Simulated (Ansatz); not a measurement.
```yaml
crystal:
  periodic: [false, false, false]
  atoms:
    - {symbol: Co, position_ang: [0.000000, 0.000000, 0.000000]}
    - {symbol: O, position_ang: [1.508674, 0.011304, -0.000058]}
    - {symbol: O, position_ang: [-0.764127, 1.300896, -0.002194]}
    - {symbol: O, position_ang: [-0.744547, -1.312201, 0.002252]}
basis:
  gaussian: {orbitals: def2-TZVP}
magnetization: {spin_polarized: true, initial_magnetization: 3}
hamiltonian: {xc: pbe0}
relax: {f_tol: 0.004, max_steps: 80}
```

```sh
$ ansatz run in.yaml --threads 1 --pin off --events-out ev --progress --plain --max-ram 2176MiB
```

Steps of the relaxation (energy above the last step; positions in Å, forces in eV/Å):

```
4
step 1, 447.1 meV
Co    0.000    0.000    0.000    0.000    0.000    0.000
O     1.509    0.011    0.000    4.293    0.032    0.000
O    -0.764    1.301   -0.002   -2.175    3.702   -0.006
O    -0.745   -1.312    0.002   -2.119   -3.734    0.006
```

```
4
step 2, 105.8 meV
Co    0.000    0.000    0.000    0.000    0.000    0.000
O     1.546    0.012    0.000    1.930    0.014    0.000
O    -0.783    1.333   -0.002   -0.978    1.664   -0.003
O    -0.763   -1.344    0.002   -0.952   -1.679    0.003
```

```
4
step 3, 0.6 meV
Co    0.000    0.000    0.000    0.000    0.000    0.000
O     1.587    0.012    0.000   -0.135   -0.001    0.000
O    -0.804    1.368   -0.002    0.068   -0.116    0.000
O    -0.783   -1.380    0.002    0.067    0.117    0.000
```

```
4
step 4, 0.0 meV
Co    0.000    0.000    0.000    0.000    0.000    0.000
O     1.584    0.012    0.000    0.001    0.000    0.000
O    -0.802    1.366   -0.002   -0.001    0.001    0.000
O    -0.782   -1.378    0.002   -0.001   -0.001    0.000
```

Close pairs at the end: Co1–O2 1.584 Å, Co1–O3 1.584 Å, Co1–O4 1.584 Å.

A stationary point of unrestricted PBE0 after 4 steps, with ⟨S²⟩ = 3.789 against 3.75 for a pure state; no frequencies were run, so it isn't proven a minimum. 56 s on 1 thread of Intel Xeon Platinum 8488C, shared host.
